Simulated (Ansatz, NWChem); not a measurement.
BH3 (borane): the vertical energy of the triplet above the singlet from total energies

The species is BH3 (4 atoms), meant as a singlet with charge 0. As SMILES, `B`. The shape is that of a PBE0-D4/def2-TZVP optimisation.

Both states at this one shape; open shells run unrestricted unless said. 1 Eh = 27.2114 eV.

```tsv
level	program	singlet BH3 (Eh)	triplet BH3 (Eh)
GM06-L/cc-pVDZ-DK (ZORA-SO)	NWChem	-26.609076	-26.609076
B2GP-PLYP/aug-cc-pVDZ, 1 core orbital frozen	Ansatz	-26.556834	-26.357620
```

Problem. Work out the vertical gap, second state less first, at each level.

Solution. 
1. GM06-L/cc-pVDZ-DK (ZORA-SO): -26.609076 − (-26.609076) = 0.000000 Eh = 0.00 eV.
2. B2GP-PLYP/aug-cc-pVDZ: -26.357620 − (-26.556834) = 0.199214 Eh = 5.42 eV.

No measured value is set beside it here; the levels span 0.00 to 5.42 eV.
